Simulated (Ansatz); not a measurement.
2H WSe2 was calculated with LDA (Ansatz, an electronic-structure program, plane waves, PAW).

Numerical settings: plane-wave cutoff 520 eV, 12×12×4 k mesh (along the axes of the cell as run), perturbation theory, force constants from a 6×6×2 q mesh, no spin polarisation, scalar-relativistic PAW data made under PBE.

Computed at the level's own relaxed cell.

Harmonic phonon frequencies (cm⁻¹; i marks an imaginary mode; at Γ without the LO shift):

| q point | frequencies |
|---|---|
| Γ | 0 0 0 25 25 38 175 175 177 177 248 248 249 249 250 252 308 310 |
| A | 17 17 17 17 27 27 176 176 176 176 249 249 249 249 251 251 310 310 |
| K | 102 102 127 127 141 143 210 210 215 215 215 217 254 254 255 257 261 261 |

No imaginary mode appears at these points.
